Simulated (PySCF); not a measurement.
Property card for `C=C/C(Cl)=C\C`

C5H7Cl.
Cartesian coordinates in Å at the GFN2-xTB level; atoms count from 1:
```xyz
13
C5H7Cl angstrom
C      2.4598   -0.1203    0.1458
C      1.1531   -0.2607   -0.0438
C      0.1331    0.6781    0.3762
Cl     0.7061    2.1073    1.1965
C     -1.1857    0.5623    0.2013
C     -1.9107   -0.5555   -0.4660
H      2.8756    0.7376    0.6455
H      3.1567   -0.8653   -0.1964
H      0.7791   -1.1384   -0.5509
H     -1.8240    1.3521    0.5745
H     -1.2456   -1.3313   -0.8290
H     -2.4849   -0.1655   -1.3061
H     -2.6173   -0.9999    0.2346
```

Some functional groups and rings: C=C double bond and C–Cl bond.

From GFN2-xTB geometry:

- Point group of the GFN2-xTB geometry: Cs
- Rotational constants A, B, C of the GFN2-xTB geometry: 3.750, 2.262, 1.423 GHz

**PBE0/def2-SVPD ground state and vertical TDDFT (core frozen in the response) (PySCF)**

* Dipole moment: 2.10 D
* HOMO energy: -6.75 eV
* LUMO energy: -1.09 eV
* HOMO–LUMO gap: 5.66 eV
* Lowest singlet excitation: 5.38 eV (230 nm, f = 0.450)
* Strongest line among the 6 lowest singlet transitions: S1 at 5.38 eV (230 nm, f = 0.450)
* Lowest triplet excitation (Tamm–Dancoff): 3.05 eV
* Static isotropic polarisability: 79.8 au
* Electronic spatial extent ⟨r²⟩ about the centre of nuclear charge: 830 bohr²

**PBE0/pcSseg-1 ground state and GIAO shieldings, non-relativistic (PySCF)**

- Lowest Hirshfeld atomic charge: -0.11 e on C6
- Highest Hirshfeld atomic charge: +0.05 e on H8, H9, H10, H11, H12, H13
- 13C chemical shifts (computed TMS as zero) by class: 142.4 (C3), 135.4 (C5), 134.0 (C2), 125.5 (C1), 17.3 (C6) ppm
- 1H chemical shifts (computed TMS as zero) by class: 6.95 (H9), 6.11 (H7), 6.04 (H10), 5.62 (H8), 2.01 (H11/H12/H13) ppm
- Isotropic shieldings of nuclei other than C and H, by class: 741 (Cl4) ppm
- Mayer bond orders between heavy atoms: C1–C2 1.93, C2–C3 1.08, C3–Cl4 1.07, C3–C5 1.75, C5–C6 1.08

Monoisotopic mass (most abundant isotopes): 102.0236 u.

No computed singlet falls in the visible range (750 to 380 nm, 1.65 to 3.26 eV); S1 lies 2.12 eV above its blue end. With B = h/(8π²I), that is 505.379 GHz u Å² over I, the principal moments of inertia are 134.8, 223.4 and 355.0 u Å² (most abundant isotopes); the inertial defect Ic − Ia − Ib is -3.2 u Å² (zero for a rigid planar frame, negative otherwise). In atomic units the dipole is 0.83 e·bohr (1 au = 2.5417 D). S1 lies 0.28 eV below the HOMO–LUMO gap; its leading configuration is HOMO→LUMO, weight 0.92.

The structure is a single GFN2-xTB conformer in the gas phase; no vibrational or solvent corrections. NMR classes are plain means over equivalent atoms (diastereotopic ones count apart unless rotation or inversion swaps them), as if these changed places fast; in this geometry the members of some classes differ.
